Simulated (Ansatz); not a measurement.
Input for Ansatz (development build ahead of 0.2.0):

```yaml
crystal:
  periodic: [false, false, false]
  atoms:
    - { symbol: S, position_ang: [0.0, 0.0, 0.0] }
    - { symbol: F, position_ang: [0.0, 0.0, 1.6] }
basis:
  gaussian: { orbitals: pcseg-2 }
magnetization:
  initial_magnetization: 1
hamiltonian:
  xc: pbe
```

The input is written out in the form of the current development build from the run's settings.

Output:

```json
{
 "Converged": "yes",
 "Total energy": "-497.76446 hartree",
 "Spin squared of the determinant": "0.750",
 "Stability test": "minimum among restricted orbitals"
}
```
